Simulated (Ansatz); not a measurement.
Species: CH (charge 0, doublet). 
Coordinates optimised at B3LYP-D3(BJ)/def2-TZVP (Ansatz, a first-principles code):
SMILES: [CH]
```xyz
2

C      0.0000     0.0000    -0.1605
H      0.0000     0.0000     0.9630
```
Charge 0, spin multiplicity 2.

Computed values are from Ansatz. Valence correlation only, unless marked. UHF or UKS for open shells. No spin-orbit coupling. Non-relativistic. CBS(X,Y): correlation extrapolated as X^-3; Hartree-Fock from the larger set (for Q and 5 zeta extrapolated as (X+1)exp(-9√X)).

The UHF reference is spin-contaminated (<S^2> 0.35 over the pure value in the largest basis). The T1 diagnostic of CCSD in the largest basis is 0.109, which is high, so the coupled-cluster rows are less sure than usual.

Problem. What is the atomisation energy De at CCSD(T)/CBS(cc-pVQZ,cc-pV5Z)?

Solution. 350.1 kJ/mol.

Problem. What is the dipole moment at CCSD(T)/aug-cc-pVDZ?

Solution. 1.38 D.

Problem. What is the total energy at CCSD(T)/CBS(cc-pVQZ,cc-pV5Z)?

Solution. -38.4231 Eh.

Problem. What is the vertical electron affinity (to the triplet; negative means unbound) at CCSD(T)/CBS(aug-cc-pVTZ,aug-cc-pVQZ)?

Solution. 1.19 eV.
